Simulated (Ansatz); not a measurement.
**BClHS radical (SMILES S[B]Cl): a rigid scan of the dihedral angle H4–S1–B2–Cl3**

How does the energy rise as the dihedral angle H4–S1–B2–Cl3 leaves its equilibrium value, and do density functionals follow CCSD(T)? No other atom is relaxed.

Computed with Ansatz 0.2.0, Gaussian basis. Level: single points in def2-TZVPP.

Levels: PBE-D4, r2SCAN-D4, PBE0-D4, B3LYP-D4, wB97M-V, Hartree-Fock, MP2, CCSD, CCSD(T). The scan takes -163.5, -123.5, -83.5, -43.5, -3.5, 36.5, 76.5, 116.5, 156.5°.

Cores are frozen in the correlated methods. Orbitals are unrestricted. B3LYP uses VWN-RPA correlation.

28 further runs of the same task are left out: 28 set aside as unsound or not needed.

## (1) Starting geometry

The minimum, relaxed at PBE0-D4: SMILES `S[B]Cl`, 4 atoms, charge 0, spin multiplicity 2.

Atoms are counted from 1 here; the program's logs count them from 0.

Bond lengths: S1–B2 1.766 Å, S1–H4 1.344 Å, B2–Cl3 1.722 Å. Angles: B2–S1–H4 96.3°, S1–B2–Cl3 124.8°.

Geometry (Å):

```xyz
4
charge 0, multiplicity 2
S     0.5664   -0.7891    0.5314
B    -0.2996    0.4757   -0.3458
Cl   -2.0141    0.6160   -0.4273
H     1.8029   -0.3629    0.2214
```

Energies of the minimum (eV), from earlier single points: PBE-D4 -24040.65148, r2SCAN-D4 -24049.51728, PBE0-D4 -24042.64132, B3LYP-D4 -24052.49963, wB97M-V -24049.74721, CCSD(T) -24023.27611.

At the minimum the dihedral angle H4–S1–B2–Cl3 is -180.0°.

## (2) H4–S1–B2–Cl3 = -163.5°

ccsdt-tzvpp/in.yaml

```yaml
crystal:
  periodic: [false, false, false]
  atoms:
    - {symbol: S, position_ang: [0.566404, -0.789096, 0.531380]}
    - {symbol: B, position_ang: [-0.299625, 0.475703, -0.345787]}
    - {symbol: Cl, position_ang: [-1.960262, 0.869418, -0.115158]}
    - {symbol: H, position_ang: [1.802864, -0.362945, 0.221420]}
basis:
  gaussian: {orbitals: def2-TZVPP}
magnetization: {spin_polarized: true, initial_magnetization: 1}
correlation: {method: ccsd_t}
scf: {omitted_lower_state_checks: [cluster_reference]}
```

No record of the launch command was kept for these runs.

The runs that follow: H4–S1–B2–Cl3 = -123.5°; H4–S1–B2–Cl3 = -83.5°; H4–S1–B2–Cl3 = -43.5°; H4–S1–B2–Cl3 = -3.5°; H4–S1–B2–Cl3 = 36.5°; H4–S1–B2–Cl3 = 76.5°; H4–S1–B2–Cl3 = 116.5°; H4–S1–B2–Cl3 = 156.5°.

What does the calculation give? Wanted: highest point, CCSD(T); lowest point, CCSD(T); RMS deviation from CCSD(T); largest T1 diagnostic.

As calculated:

| quantity | value |
| --- | --- |
| highest point, CCSD(T) | 0.619 eV at -83.5° |
| lowest point, CCSD(T) | 0.000 eV at -180.0° |
| RMS deviation from CCSD(T) | PBE-D4 0.003, r2SCAN-D4 0.012, PBE0-D4 0.002, B3LYP-D4 0.006, wB97M-V 0.013, Hartree-Fock 0.004, MP2 0.005, CCSD 0.002 eV |
| largest T1 diagnostic | 0.017 |

What this shows: Over the points sampled the torsion costs at most 0.619 eV, enough to slow or lock the rotation at room temperature. A rigid scan overstates barriers, since nothing else may give way. Best along the scan: PBE0-D4. Worst: wB97M-V.
